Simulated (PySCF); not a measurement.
**C2H6O3S: core ionisation energies**

Species: C2H6O3S.
SMILES with atom numbers: `[CH3:1][O:2][S:3](=[O:4])[O:5][CH3:6]`

Computed, not measured: PySCF, delta-SCF UKS SCAN, pcX-2 on the ionised atom, pcseg-1 elsewhere, spin-free X2C. Each binding energy is the total energy of the core-ionised species, with the hole localised on one atom, minus that of the ground state; both are solved self-consistently, so orbital relaxation is included.

Problem. What binding energy does each computed site have?

Solution. 
```json
{"atom(s)": "C1/C6", "environment": "methoxy carbon", "level": "C 1s", "binding energy (eV)": "292.74", "above the level's lowest (eV)": "0.00", "count": "2"}
{"atom(s)": "O2/O5", "environment": "oxygen bonded to C and S", "level": "O 1s", "binding energy (eV)": "538.83", "above the level's lowest (eV)": "+1.25", "count": "2"}
{"atom(s)": "S3", "environment": "sulfinyl sulfur", "level": "S 1s", "binding energy (eV)": "2482.06", "above the level's lowest (eV)": "0.00", "count": "1"}
{"atom(s)": "O4", "environment": "sulfinyl oxygen", "level": "O 1s", "binding energy (eV)": "537.58", "above the level's lowest (eV)": "0.00", "count": "1"}
```

Lowest listed O 1s: O4, bonded to S (double bond). Highest, 1.25 eV above it: O2/O5, bonded to S and C.

Problem. Give the binding energy of S 1s of S3 in hartree and in kJ/mol.

Solution. 2482.06 eV = 91.2140 Eh = 239482 kJ/mol.

Problem. Which effective nuclear charge Zeff reproduces each element's mean 1s value in the hydrogen-like formula E = 13.606 eV × Zeff²?

Solution. C (Z = 6): mean 292.7 eV, Zeff = 4.64, Z − Zeff = 1.36; O (Z = 8): mean 538.4 eV, Zeff = 6.29, Z − Zeff = 1.71; S (Z = 16): mean 2482.1 eV, Zeff = 13.51, Z − Zeff = 2.49. Means run over the listed sites, weighted by atom count.

The first atom of each set that the bonding makes equivalent was ionised and stands for the set. Not every level is listed. The structure is a single PBE0-D3(BJ)/def2-SVP conformer in the gas phase; no vibrational or solvent corrections.

Conformer computed: `[CH3:1][O:2][S:3](=[O:4])[O:5][CH3:6]`: C1–O2–S3–O4 61°, O2–S3–O5–C6 -171°.
